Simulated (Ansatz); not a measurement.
**CHCl₃: one species, many methods**

The task here is to estimate one member of a computed series from the others.

Program: Ansatz 0.2.0, Gaussian basis. Level of theory: functionals in def2-TZVPP, the program's frozen cores in correlated methods. These are calculated values, not measurements.

The runs, in order: LDA (SPW92), PBE-D4, revPBE-D4, BLYP-D4, r2SCAN-D4, B97M-V, PBE0-D4, B3LYP-D4, r2SCANh-D4, r2SCAN0-D4, HSE06-D4, BHLYP-D4, CAM-B3LYP-D4, LC-ωPBE, ωB97X-V, ωB97M-V, B2PLYP, PBE-QIDH; CCSD(T)/def2-SVP; CCSD(T)/def2-TZVPP; MP2/def2-QZVPP; extrapolation to the limit; RPA on PBE.

### Structure used throughout

The geometry comes from an earlier relaxation with PBE0-D4 in a triple-zeta def2 set; it is a stationary point.

5 atoms, charge 0, spin multiplicity 1.

Atoms are counted from 1 here; the program's logs count them from 0.

Bond lengths: C1–H2 1.085 Å, C1–Cl3 1.759 Å, C1–Cl4 1.759 Å, C1–Cl5 1.759 Å. Angles: H2–C1–Cl3 107.7°, H2–C1–Cl4 107.7°, H2–C1–Cl5 107.7°, Cl3–C1–Cl4 111.2°, Cl3–C1–Cl5 111.2°, Cl4–C1–Cl5 111.2°.

The first run:

Input file in.yaml:

```yaml
crystal:
  periodic: [false, false, false]
  atoms:
    - {symbol: C, position_ang: [-0.000000, 0.000003, 0.452430]}
    - {symbol: H, position_ang: [0.000000, 0.000002, 1.536989]}
    - {symbol: Cl, position_ang: [0.000000, 1.675496, -0.083336]}
    - {symbol: Cl, position_ang: [1.451012, -0.837751, -0.083339]}
    - {symbol: Cl, position_ang: [-1.451012, -0.837751, -0.083339]}
basis:
  gaussian: {orbitals: def2-TZVPP}
hamiltonian: {xc: lda}
output: {orbitals: {seedname: orbitals}}
```

Run with:

```
ansatz run in.yaml --threads 4 --pin off --events-out ev --progress --plain --max-ram 10444MiB
```

Steps of the session up to this table: LDA; PBE-D4 (GGA); revPBE-D4 (GGA); BLYP-D4 (GGA); r2SCAN-D4 (meta-GGA); B97M-V (meta-GGA); B3LYP-D4 (hybrid); r2SCANh-D4 (hybrid); r2SCAN0-D4 (hybrid); HSE06-D4 (hybrid); BHLYP-D4 (hybrid); CAM-B3LYP-D4 (range-separated); LC-ωPBE (range-separated); ωB97X-V (range-separated); ωB97M-V (range-separated); B2PLYP (double hybrid); PBE-QIDH (double hybrid).

One of the session's tables, all rows but one given; the rest of the session is left out.

It belongs to the step «Frontier levels by functional». 

```
  functional  HOMO (eV)  gap (eV)
 LDA (SPW92)      -7.55      5.50
      PBE-D4      -7.41      5.54
   revPBE-D4      -7.36      5.57
     BLYP-D4      -7.24      5.49
   r2SCAN-D4      -7.78      6.04
      B97M-V      -7.88      6.25
     PBE0-D4      -8.85      8.09
    B3LYP-D4      -8.56      7.52
  r2SCANh-D4      -8.30      6.98
  r2SCAN0-D4      -9.09      8.39
    HSE06-D4      -8.45      7.29
    BHLYP-D4     -10.14     10.56
CAM-B3LYP-D4     -10.23     10.69
     LC-ωPBE     -11.70     13.48
     ωB97X-V     -11.29     12.89
     ωB97M-V          ?         ?
```

**Question.** Estimate the row for ωB97M-V.

The run gave: HOMO (eV): -11.11; gap (eV): 12.59. In the column «HOMO (eV)» it lies between ωB97X-V (-11.29) and CAM-B3LYP-D4 (-10.23).
